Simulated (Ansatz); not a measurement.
For zinc-blende HgSe, BLYP (PAW; Ansatz, a program for electronic structure) gives:

| Item | Result |
|---|---|
| lattice constant a | 6.417 Å |
| bulk modulus B0 | 34.0 GPa |
| cohesive energy | 1.23 eV/atom |
| band gap at the measured cell | 0.00 eV |

Question: What does PBE0 in Ansatz (plane waves, PAW) give for the same quantities?

Answer: 
- lattice constant a: 6.174 Å (falls by 3.8 %)
- bulk modulus: 51.2 GPa (rises by 51 %)
- cohesive energy: 1.61 eV/atom (increases by 0.38 eV/atom)
- band gap at the measured cell: 0.34 eV (rises by 0.34 eV)

For comparison: lattice constant a 6.085 Å (measured, 293 K, no zero-point or thermal correction; as tabulated in Cardona et al. (2009), arXiv:0908.2634); bulk modulus 50 GPa (measured, temperature not stated, no zero-point or thermal correction, our sources range from 48.5 to 51.6; as tabulated in Toher et al. (2017), arXiv:1611.05714).

Changes are worked out from the printed values.

Unless a cell is named, each level is at its own relaxed cell (BLYP 33.03, PBE0 29.41 Å³/atom).

Levels without +SOC leave out spin–orbit coupling, which shifts energies and cells of such heavy elements.

Spin–orbit coupling is included only where a level's name says +SOC; with heavier elements it mostly lowers gaps and can invert bands. A gap of zero means that the bands touch or overlap. Density-functional gaps are differences of (generalised) Kohn–Sham levels.

Caveats: the cell is over a tenth larger than the published one: the level's own overestimate first of all, though another phase or state, or a fault of the published cell, is possible (BLYP). Ansatz's density-functional and Hartree–Fock values are scalar-relativistic unless marked +SOC, with PAW data made under PBE.
